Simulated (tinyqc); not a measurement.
Inside a calculation. Method: harmonic frequencies on the UHF/sto-3g surface (energies and gradients from PySCF), for CH3, spin multiplicity 2. Computed by tinyqc, a small Python program that keeps every step (integrals from PySCF). Settings: charge = 0, multiplicity = 2, basis = sto-3g, delta = 0.01. Command: `OMP_NUM_THREADS=1 python tinyqc.py 22448 22449 out.jsonl` (the two numbers bound the seeds that draw the settings). One thread of a shared host (Intel(R) Xeon(R) Processor @ 2.60GHz), about 3 s of CPU time with the checks.

## One row of the Hessian: 2Hx

optimised positions (bohr), order 1C, 2H, 3H, 4H:
$$\begin{pmatrix}
0.01491 & -0.00240 & 0.19961 \\
2.03540 & 0.02583 & -0.08564 \\
-1.01207 & 1.75152 & 0.01642 \\
-0.98532 & -1.74850 & -0.13984
\end{pmatrix}$$

gradient at +delta (hartree/bohr), order 1C, 2H, 3H, 4H:
$$\begin{pmatrix}
-0.0046910 & -0.0000520 & 0.0005457 \\
0.0047885 & 0.0000629 & -0.0006220 \\
-0.0000470 & -0.0000893 & 0.0000350 \\
-0.0000505 & 0.0000784 & 0.0000413
\end{pmatrix}$$

gradient at -delta (hartree/bohr), order 1C, 2H, 3H, 4H:
$$\begin{pmatrix}
0.0048167 & 0.0000568 & -0.0005428 \\
-0.0048918 & -0.0000576 & 0.0006372 \\
0.0000429 & 0.0000898 & -0.0000436 \\
0.0000322 & -0.0000889 & -0.0000508
\end{pmatrix}$$

Displace 2Hx by +/-0.01 bohr; H(k, :) = (g(+) - g(-)) / (2 delta).

row of the Hessian (hartree/bohr^2): 1Cx -0.4753826, 1Cy -0.0054385, 1Cz 0.0544237, 2Hx 0.4840143, 2Hy 0.0060256, 2Hz -0.0629573, 3Hx -0.0044945, 3Hy -0.0089536, 3Hz 0.0039312, 4Hx -0.0041372, 4Hy 0.0083665, 4Hz 0.0046025

## Hessian by finite differences

All rows are made in the same way, and the matrix is symmetrised.

Hessian (symmetrised) (hartree/bohr^2):
```
            1Cx         1Cy         1Cz         2Hx         2Hy         2Hz         3Hx         3Hy
1Cx   0.8388885   0.0002905  -0.0065103  -0.4753821  -0.0064972   0.0780984  -0.1843652   0.1737287
1Cy   0.0002905   0.8373615   0.0351794  -0.0054375  -0.0827897  -0.0023336   0.1733633  -0.3794012
1Cz  -0.0065103   0.0351794   0.0497396   0.0544139  -0.0025144  -0.0171869  -0.0166544   0.0261776
2Hx  -0.4753821  -0.0054375   0.0544139   0.4840143   0.0060246  -0.0629472  -0.0044948  -0.0089537
2Hy  -0.0064972  -0.0827897  -0.0025144   0.0060246   0.0644971   0.0018164   0.0321138   0.0095956
2Hz   0.0780984  -0.0023336  -0.0171869  -0.0629472   0.0018164   0.0130405  -0.0061566   0.0008208
3Hx  -0.1843652   0.1733633  -0.0166544  -0.0044948   0.0321138  -0.0061566   0.1729226  -0.1851846
3Hy   0.1737287  -0.3794012   0.0261776  -0.0089537   0.0095956   0.0008208  -0.1851846   0.3807981
3Hz  -0.0286612   0.0466188  -0.0115591   0.0039310  -0.0062673   0.0018025   0.0204718  -0.0331211
4Hx  -0.1791440  -0.1682162  -0.0312495  -0.0041374  -0.0316413  -0.0089946   0.0159388   0.0204094
4Hy  -0.1675220  -0.3751734  -0.0588426   0.0083667   0.0086979  -0.0003035  -0.0202920  -0.0109915
4Hz  -0.0429268  -0.0794648  -0.0209909   0.0046023   0.0069654   0.0023430   0.0023392   0.0061227

            3Hz         4Hx         4Hy         4Hz
1Cx  -0.0286612  -0.1791440  -0.1675220  -0.0429268
1Cy   0.0466188  -0.1682162  -0.3751734  -0.0794648
1Cz  -0.0115591  -0.0312495  -0.0588426  -0.0209909
2Hx   0.0039310  -0.0041374   0.0083667   0.0046023
2Hy  -0.0062673  -0.0316413   0.0086979   0.0069654
2Hz   0.0018025  -0.0089946  -0.0003035   0.0023430
3Hx   0.0204718   0.0159388  -0.0202920   0.0023392
3Hy  -0.0331211   0.0204094  -0.0109915   0.0061227
3Hz   0.0078005   0.0042586  -0.0072306   0.0019552
4Hx   0.0042586   0.1673439   0.1794475   0.0359855
4Hy  -0.0072306   0.1794475   0.3774680   0.0663768
4Hz   0.0019552   0.0359855   0.0663768   0.0166919
```

## Normal modes

masses (u): 1C 12.00000, 2H 1.00782, 3H 2.01410, 4H 2.01410

Diagonalise H_ij / sqrt(m_i m_j); the 6 smallest eigenvalues belong to translations and rotations; wavenumber = sqrt(eigenvalue / 1822.888) x 219474.63; each mode has its largest component positive (the first on a tie); zero-point energy = sum of wavenumbers / 2, with 349.755 1/cm per kcal/mol. A mass of 2.014 u marks deuterium.

eigenvalues of the mass-weighted Hessian (hartree/(bohr^2 u)): [0.00000, 0.00000, 0.00000, 0.00000, 0.00000, 0.00001, 0.00948, 0.05945, 0.09013, 0.25831, 0.30823, 0.53299]

harmonic wavenumbers of the vibrations (1/cm): [500.6, 1253.3, 1543.3, 2612.6, 2853.9, 3752.9]

mass-weighted modes, order 1Cx, 1Cy, 1Cz, 2Hx, 2Hy, 2Hz, 3Hx, 3Hy, 3Hz, 4Hx, 4Hy, 4Hz:
$$\begin{pmatrix}
-0.02149 & -0.37745 & 0.00212 & 0.23477 & 0.00348 & -0.29756 \\
0.02299 & -0.00340 & -0.27770 & -0.00101 & -0.45144 & -0.00348 \\
-0.51879 & 0.01166 & -0.01240 & 0.06413 & -0.02015 & 0.02681 \\
0.08636 & -0.12329 & -0.00645 & 0.16278 & -0.00013 & 0.94148 \\
-0.02574 & 0.00461 & 0.84123 & 0.00149 & 0.01955 & 0.01287 \\
0.59106 & -0.12465 & 0.03755 & -0.00544 & 0.00087 & -0.12676 \\
-0.00489 & 0.50122 & 0.31919 & -0.34847 & -0.31132 & 0.03059 \\
0.05839 & 0.39975 & 0.04628 & 0.57709 & 0.54544 & -0.05504 \\
0.42754 & 0.04760 & -0.05282 & -0.05061 & -0.05808 & 0.00967 \\
-0.00373 & 0.50733 & -0.31979 & -0.33973 & 0.30292 & 0.02975 \\
-0.09630 & -0.39471 & 0.03649 & -0.57566 & 0.54265 & 0.05442 \\
0.42057 & 0.01212 & 0.05652 & -0.10209 & 0.10664 & 0.01456
\end{pmatrix}$$

zero-point energy = 17.89339 kcal/mol
